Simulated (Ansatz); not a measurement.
## How the TA phonon frequency at L of zinc-blende CdTe moves with the method

No measured value is used here.

```
level (code)                   value (cm⁻¹)  cell (Å³/atom)
-----------------------------  ------------  --------------
LDA (Ansatz)                             29           32.90
PBE (Ansatz)                             29           36.22
PBE+SOC (Ansatz)                         29           36.25
r²SCAN (Ansatz)                          29           35.25
B3LYP (VWN-RPA form) (Ansatz)             ?           37.14
HSE06 (Ansatz)                           31           35.33
PBE0 (Ansatz)                            31           35.22
```

Q: Complete the blanks.

A: 
- B3LYP (VWN-RPA form) (Ansatz, a quantum-chemistry and plane-wave program), value (cm⁻¹): 33

Each level is taken at its own relaxed cell. Cutoffs and k meshes differ between the levels. Ansatz's density-functional and Hartree–Fock values are scalar-relativistic unless marked +SOC, with PAW data made under PBE.
